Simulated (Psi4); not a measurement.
Psi4 input (wB97X-D/6-31G*):

```
memory 1500 MB

molecule {
1 2
C    -0.00000000   -0.00000000   -1.11416072
S     0.00000000    0.00000000    0.41781027
symmetry c1
no_reorient
no_com
}

set {
  basis 6-31G*
  reference uks
  scf_type pk
  dft_radial_points 99
  dft_spherical_points 590
  e_convergence 1e-8
  d_convergence 1e-7
  maxiter 150
}

e = energy('wb97x-d')
print_out(f'\nFINAL {e:.10f} DIPOLE {variable("CURRENT DIPOLE")[0]:.6f} {variable("CURRENT DIPOLE")[1]:.6f} {variable("CURRENT DIPOLE")[2]:.6f}\n')
```

Task: What final total energy does it give?

Result: -435.74951 Eh.
